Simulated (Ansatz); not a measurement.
# Cr (Cr, bcc): the cost of one run

Method: DFT r²SCAN, plane waves with PAW, scalar-relativistic, in Ansatz 0.2.0.

### Step 1. The system as given

It takes space group Im-3m (No. 229, cubic). The conventional cell has a = 2.830 Å, b = 2.830 Å, c = 2.830 Å, α = 90.00°, β = 90.00°, γ = 90.00°. Cr (site symmetry m-3m) is surrounded by 8 Cr at 2.45 Å.

Coordinates:

```cif
data_structure
_symmetry_space_group_name_H-M 'Im-3m'
_symmetry_Int_Tables_number 229
_cell_length_a 2.8298
_cell_length_b 2.8298
_cell_length_c 2.8298
_cell_angle_alpha 90.000
_cell_angle_beta 90.000
_cell_angle_gamma 90.000
_cell_volume 22.66
loop_
_atom_site_label
_atom_site_type_symbol
_atom_site_symmetry_multiplicity
_atom_site_Wyckoff_symbol
_atom_site_fract_x
_atom_site_fract_y
_atom_site_fract_z
_atom_site_occupancy
Cr1 Cr 2 a 0.00000 0.00000 0.00000 1
```

Starting moments (μB): +1.5.

### Step 2. With a width of 0.01 eV

The run at 0.01 eV.

Input file input.yaml:

```yaml
crystal:
  lattice:
    - [-1.4148813462, 1.4148813462, 1.4148813462]
    - [1.4148813462, -1.4148813462, 1.4148813462]
    - [1.4148813462, 1.4148813462, -1.4148813462]
  atoms:
    - { symbol: Cr, position: [0.0, 0.0, 0.0], spin: 1.5 }
hamiltonian:
  xc: r2scan
  pseudopotentials:
    kind: paw
    azcp:
      Cr: "pseudopotentials/Cr.paw.azcp"
basis:
  ecutwfc: 500
  fft_grid_basis: typed
kpoints:
  mp_grid: { grid: [15, 15, 15], shift: [0, 0, 0] }
magnetization:
  spin_polarized: true
scf:
  occupations: { method: gaussian, width: 0.01 }
  lower_state_search: "off"
output:
  stress: true
```

On the command line:

```bash
$ ansatz run input.yaml --threads 1 --pin off --max-ram 3584MiB --backend cpu --events-out ev --progress --plain --runs-dir out
```

What time and memory should one allow on 1 thread of Intel Xeon Platinum 8259CL at 2.50GHz (Skylake/Cascade Lake), shared host?

About 31 s, with a peak of 0.44 GiB.
